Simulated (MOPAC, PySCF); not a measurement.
BCl3, SMILES `ClB(Cl)Cl`, neutral singlet in the gas phase. 

Z-matrix (Å, degrees):
```
B
Cl 1 1.7453
Cl 1 1.7453 2 120.01
Cl 1 1.7453 2 120.00 3 180.00
```
Charge 0, multiplicity 1.

All levels are single points at this geometry (B3LYP-D3(BJ)/def2-TZVP); Pople sets use spherical d functions. Orbital energies aren't observables, and empty levels follow the basis.

PBE-D3(BJ)/def2-TZVP in PySCF gives HOMO (eV) = -7.66.

**Question.** Estimate the HOMO (eV) from each of these levels: ωB97X-D3(BJ)/def2-TZVP in PySCF; PBE/6-31G* in PySCF; AM1 in MOPAC; PM3 in MOPAC; PM7 in MOPAC.

**Answer.** 
```tsv
level	HOMO (eV)
ωB97X-D3(BJ)/def2-TZVP in PySCF	-11.61
PBE/6-31G* in PySCF	-7.63
AM1 in MOPAC	-12.38
PM3 in MOPAC	-10.54
PM7 in MOPAC	-11.83
```
